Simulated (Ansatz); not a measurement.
# C5H8O, SMILES COC=C1CC1: a ranking of conformers

Run with the Ansatz DFT code, driven from Python.

`conformers_c5h8o.py`:
```python
'''Conformer energies of C5H8O.'''

import logging
import sys

import ansatz
from rdkit import Chem
from rdkit.Chem import AllChem

logging.basicConfig(stream=sys.stdout, format='[%(levelname)s] %(message)s')
log = logging.getLogger('ansatz_job')
log.setLevel(logging.INFO)


def main() -> None:
    rd = Chem.AddHs(Chem.MolFromSmiles('COC=C1CC1'))
    ids = list(AllChem.EmbedMultipleConfs(rd, numConfs=20, randomSeed=14, pruneRmsThresh=0.4))
    field = [energy for _, energy in AllChem.MMFFOptimizeMoleculeConfs(rd)]
    distinct = {round(e, 2): i for i, e in zip(ids, field)}
    chosen = sorted(distinct.items())[:4]
    found = []
    for force_field, index in chosen:
        c5h8o = ansatz.Crystal.molecule()
        for atom, xyz in zip(rd.GetAtoms(), rd.GetConformer(index).GetPositions()):
            c5h8o = c5h8o.atom(atom.GetSymbol(), xyz.round(5).tolist())
        job = (
            c5h8o.calculation()
            .basis(gaussian='def2-SVP')
            .functional('HF')
        )
        found.append(job.run().report['free_energy_ev'])
    log.info('conformer   MMFF (kcal/mol)   this level (kJ/mol)')
    for (force_field, index), e in zip(chosen, found):
        log.info(f'{index:9d} {force_field - chosen[0][0]:17.2f} {96.485332 * (e - min(found)):17.3f}')


if __name__ == '__main__':
    main()
```

```console
$ python conformers_c5h8o.py
[INFO] conformer   MMFF (kcal/mol)   this level (kJ/mol)
[INFO]         0              0.00             0.000
[INFO]         2              3.48             7.264
```

The conformers keep their force-field geometries. Run time: 2.8 s on 1 thread of Arm Neoverse V2 (shared host), peak memory 0.33 GiB.
